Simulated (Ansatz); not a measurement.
C3H6S, SMILES `C/C=C/S` at its PBE0-D4/def2-TZVP geometry, where that method's forces vanish. Total charge 0; spin multiplicity 1.

```xyz
10

C    -0.0862    1.2279    0.8346
C     0.2203    0.1799   -0.1798
C    -0.3254   -1.0312   -0.1837
S    -0.0507   -2.3389   -1.3103
H    -0.4939    2.1281    0.3632
H    -0.8120    0.8725    1.5685
H     0.8168    1.5349    1.3722
H     0.9366    0.4425   -0.9559
H    -1.0440   -1.3131    0.5816
H     0.8385   -1.7026   -2.0903
```

What forces (eV/Å) does r2SCAN-D4/def2-TZVPP give on these atoms in Ansatz 0.2.0? (Best estimate.)

Computed: 
```
C1  -0.028  0.049  0.064
C2   0.128  0.188 -0.056
C3  -0.129 -0.156  0.067
S4  -0.004 -0.105 -0.056
H5   0.010  0.001  0.013
H6   0.013  0.008 -0.012
H7  -0.012  0.010 -0.004
H8   0.002  0.003  0.002
H9   0.005 -0.008 -0.006
H10  0.015  0.011 -0.012
```
